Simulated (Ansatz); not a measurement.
Elements on the sites of an ideal hcp lattice, at a guessed lattice constant:

```
Zr Sn Au
1.0
     3.17563   -5.50034    0.00000
     3.17563    5.50034    0.00000
     0.00000    0.00000   10.16200
Zr Sn Au
5 4 7
Direct
  0.33333 0.16667 0.62500
  0.83333 0.16667 0.62500
  0.33333 0.66667 0.12500
  0.66667 0.83333 0.87500
  0.16667 0.83333 0.37500
  0.33333 0.66667 0.62500
  0.83333 0.66667 0.12500
  0.66667 0.33333 0.37500
  0.66667 0.33333 0.87500
  0.33333 0.16667 0.12500
  0.83333 0.16667 0.12500
  0.83333 0.66667 0.62500
  0.16667 0.33333 0.37500
  0.16667 0.33333 0.87500
  0.66667 0.83333 0.37500
  0.16667 0.83333 0.87500
```

Cell and atoms were relaxed without symmetry on coarser meshes and computed once more. Level of theory: Ansatz 0.2.0, DFT PBEsol, scalar-relativistic, plane waves, PAW.

Settings: cutoff 420 eV, Γ-centred mesh 6×6×4 on the computed 16-atom cell, Gaussian smearing of 0.10 eV; no spin polarisation.

The relaxation ran on 3×3×2 (shifted) and then 4×4×2 k points with a smearing of 0.1 eV, from sites shaken by 0.02 Å.

**Question.** What does the relaxation give?

**Answer.** A volume of 19.69 Å³/atom and no gap on the mesh. It lies 0.41 eV/atom below the elements' standard states (static lattices, no corrections for gases). The atoms leave their sites by 0.53 Å (root mean square) and 0.91 Å at most, and the cell stretches by up to 4.2 % at fixed volume, so the lattice hasn't survived.

```yaml
crystal:
  lattice:
    - [3.13704, -5.47000, -0.05324]
    - [2.82731, 5.29204, 0.10167]
    - [0.07619, 0.14224, 9.82635]
  atoms:
    - { symbol: Zr, position: [0.36257, 0.23135, 0.61594] }
    - { symbol: Zr, position: [0.83493, 0.15814, 0.59732] }
    - { symbol: Zr, position: [0.36219, 0.75059, 0.13572] }
    - { symbol: Zr, position: [0.65639, 0.79856, 0.88426] }
    - { symbol: Zr, position: [0.07131, 0.65625, 0.39363] }
    - { symbol: Sn, position: [0.31702, 0.70148, 0.65318] }
    - { symbol: Sn, position: [0.88676, 0.77895, 0.14501] }
    - { symbol: Sn, position: [0.56281, 0.16907, 0.34435] }
    - { symbol: Sn, position: [0.68401, 0.31070, 0.86853] }
    - { symbol: Au, position: [0.40641, 0.31172, 0.08982] }
    - { symbol: Au, position: [0.87513, 0.24663, 0.12229] }
    - { symbol: Au, position: [0.87078, 0.70290, 0.64799] }
    - { symbol: Au, position: [0.15318, 0.23683, 0.35251] }
    - { symbol: Au, position: [0.13585, 0.32819, 0.86253] }
    - { symbol: Au, position: [0.62567, 0.72524, 0.40632] }
    - { symbol: Au, position: [0.17025, 0.87179, 0.89520] }
```

Spin-orbit coupling is left out, which matters for the bands of heavy elements.

Cost: 2 runs of about 38 core-minutes in all (earlier runs that led there not counted), on Arm Neoverse V2 (shared hosts).